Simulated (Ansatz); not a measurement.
# BSiHF+ (triplet): the correlation ladder, def2-QZVPP

One table from this session's results is given with a row withheld; the runs are named, their logs left out.

Program: Ansatz 0.2.0, Gaussian basis. Level of theory: def2-QZVPP, core rule «outside noble gas», up to 7 orbitals frozen. These are calculated values, not measurements.

Plan: UHF; ROHF; CCSD(T) on UHF.

## The system

The geometry is a PBE0/def2-TZVP stationary point (not a proven minimum) of the parent state, kept for this charge and spin.

4 atoms, charge 1, spin multiplicity 3.

Atoms are counted from 1 here; the program's logs count them from 0.

Bond lengths: B1–Si2 1.844 Å, Si2–F3 1.594 Å, Si2–H4 1.480 Å. Angles: B1–Si2–F3 125.8°, B1–Si2–H4 130.2°, F3–Si2–H4 104.0°.

Set-up of the first run:

File in.yaml:

```yaml
crystal:
  periodic: [false, false, false]
  atoms:
    - {symbol: B, position_ang: [0.000000, -0.501036, 1.797314]}
    - {symbol: Si, position_ang: [0.000000, 0.361580, 0.166961]}
    - {symbol: F, position_ang: [0.000000, -0.345292, -1.261620]}
    - {symbol: H, position_ang: [0.000000, 1.807190, -0.149981]}
basis:
  gaussian: {orbitals: "def2-QZVPP.json"}
total_charge: 1
magnetization: {spin_polarized: true, initial_magnetization: 2}
hamiltonian: {xc: hf}
output: {orbitals: {seedname: orbitals}}
```

Started as:

```sh
$ ansatz run in.yaml --threads 1 --pin off --events-out ev --progress --plain --max-ram 2393MiB
```

Steps of the session up to this table: UHF; ROHF; CCSD(T) on UHF.

One table of the session follows, with a row left open; its other results are not shown here.

It belongs to the step «Misses and costs». 

```
  method  from UCCSD(T) (kcal/mol)
    ROHF                         ?
     UHF                   +279.27
    UMP2                    +21.61
   UCCSD                     +9.46
UCCSD(T)                         0
```

Q: Estimate the row for ROHF from the others.

As computed: from UCCSD(T) (kcal/mol): +280.58. In the column «from UCCSD(T) (kcal/mol)» it is the highest.
